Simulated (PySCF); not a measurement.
Work out the structure from these simulated measurements.

Formula: CClF3.

- Dipole: 0.35 D [B3LYP/def2-SVPD]
- Rotational structure: rotational constants A, B, C: 5.788, 3.339, 3.338 GHz [PBE0-D3(BJ)/def2-SVP]
- UV, strongest line: among the 10 lowest singlet transitions: S3/S4 at 9.47 eV (131 nm, f = 0.144 summed over these states) [TDDFT B3LYP/def2-SVPD]
- Valence photoelectron: vertical ionisation energy: 13.01 eV [ΔSCF B3LYP/def2-SVPD]
- 13C NMR: chemical shifts (computed TMS as zero) by class: 135.8 (1 C) ppm [GIAO PBE0/pcSseg-1]
- Polarisability: 31.3 au [B3LYP/def2-SVPD]
- NMR, other nuclei: isotropic shieldings of nuclei other than C and H, by class: 212 (3 F), 598 (1 Cl) ppm [GIAO PBE0/pcSseg-1]
- XPS: Cl2p3/2 207.7, C1s 300.4, F1s 695.1 (×3), Cl1s 2830.3 eV [ΔSCF SCAN, pcX-2 on the ionised atom, pcseg-1 elsewhere, spin-free X2C, 2p3/2 from a spin–orbit splitting computed afterwards within the 2p shell]
- UV, first state: lowest singlet excitation: 7.87 eV (157 nm, f = 0.001 summed over 2 states within 0.01 eV) [TDDFT B3LYP/def2-SVPD]
- Triplet: lowest triplet excitation (Tamm–Dancoff): 7.01 eV [TDA B3LYP/def2-SVPD]

Electronic properties: PySCF, gas phase, density fitting. Levels stand in brackets. Geometry: PBE0-D3(BJ)/def2-SVP; no solvent, vibrations or thermal averaging. NMR values are class means; diastereotopic atoms form classes of their own.

Task: Give a SMILES that accounts for the data.

Result: Numbering: `[F:1][C:2]([F:3])([F:4])[Cl:5]`. Its formula, CClF3, gives 0 degrees of unsaturation, so no ring and no π bond. The one carbon: CF3 carbon [C2] (135.8 ppm). The other shieldings belong to: 212 ppm, fluorine of a CF3 group [F1/F3/F4]; 598 ppm, chlorine on a fluorinated carbon [Cl5]. The core levels belong to: Cl2p3/2 207.7 eV, chlorine on a fluorinated carbon [Cl5]; C1s 300.4 eV, CF3 carbon [C2]; F1s 695.1 eV, fluorine of a CF3 group [F1/F3/F4]; Cl1s 2830.3 eV, chlorine on a fluorinated carbon [Cl5]. The optimised geometry has point group C3v and is a prolate symmetric top (the spread among constants that symmetry makes equal is optimisation noise). Structure: `FC(F)(F)Cl`. The assignments are read from this structure; whether some other isomer fits the data as well wasn't checked.
